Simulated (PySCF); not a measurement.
**Worked example: building the atomization energy of CO, singlet**

Measured: the G2/97 heats of formation, with zero-point and thermal terms from B3LYP taken off, give an electronic atomization energy of 259.3 kcal/mol (Curtiss et al., J. Chem. Phys. 106, 1063 (1997); Staroverov et al., J. Chem. Phys. 119, 12129 (2003)). The calculation below tries to reproduce it.

Geometry (MP2(full)/6-31G*, from the G2/97 set):

```xyz
2

O     0.0000    0.0000    0.0000
C     0.0000    0.0000    1.1503
```

Atomization energies (atoms less molecule, kcal/mol) from PySCF 2.14.0, frozen cores, restricted molecule, unrestricted atoms (their steps beyond CCSDT from full CI of the atoms), sets cc-pVDZ, cc-pVTZ, cc-pVQZ:

```json
{"level": "HF", "DZ": "167.79", "TZ": "171.50", "QZ": "172.12"}
{"level": "CCSD(T)", "DZ": "241.33", "TZ": "251.26", "QZ": "255.43"}
{"level": "CCSDT", "DZ": "241.36", "TZ": "250.87", "QZ": "–"}
{"level": "CCSDT(Q)", "DZ": "242.02", "TZ": "251.56", "QZ": "–"}
```

Q: Extrapolate Hartree–Fock with exp(−5.46 √X) and the CCSD(T) correlation part with X⁻³ (X = 3, 4), add each higher step from the largest set that has it, and compare with the measured value.

A: Hartree–Fock: 172.12 + (172.12 − 171.50) × 0.301 = 172.31.
Correlation: TZ 79.76, QZ 83.31; (64 × 83.31 − 27 × 79.76) / 37 = 85.90.
Full triples (TZ): 250.87 − 251.26 = -0.39.
(Q) (TZ): 251.56 − 250.87 = 0.69.
Sum: 258.5 kcal/mol, 0.8 below the measured 259.3.

The steps beyond CCSD(T) add 0.30 kcal/mol, while going from QZ to the limit adds 2.78. Core correlation, scalar relativity, spin–orbit terms and the relaxation from this MP2 geometry are missing from the sum, and the measured value has its own uncertainty.
